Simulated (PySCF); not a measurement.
# Electron affinity of B by level of theory

B⁻ [He] 2s2 2p2 (3P) → B [He] 2s2 2p1 (2P), as a difference of total energies. Computed with PySCF 2.14 in aug-cc-pVQZ with one added diffuse shell each of s, p, d, f, g type (7s6p5d4f3g, 105 functions), with the non-relativistic Hamiltonian (point nucleus). Correlated levels: valence: 1s2 frozen. The calculations carry no spin-orbit coupling.

```csv
method,electron affinity (eV),error (eV)
UHF,-0.304,-0.584
PBE,0.538,+0.258
PBE0,0.508,+0.228
r2SCAN,0.640,+0.360
BP86,0.613,+0.333
LC-wPBE,0.404,+0.124
HSE06,0.515,+0.235
B97-3,0.357,+0.077
MP2 (valence),0.228,-0.052
SCS-MP2 (valence),0.078,-0.202
```

Reference: 0.280 eV (measured; photodetachment measurements, as compiled on the Wikipedia data page of electron affinities).

Errors of the correlated levels include the incompleteness of this basis and the frozen core.

A negative affinity means that the anion lies above the atom at that level of theory.

In the anion the highest occupied orbital energy is positive at PBE, PBE0, r2SCAN, BP86, HSE06, B97-3, a self-interaction effect; the basis confines that electron, and the energy difference can still be sensible.
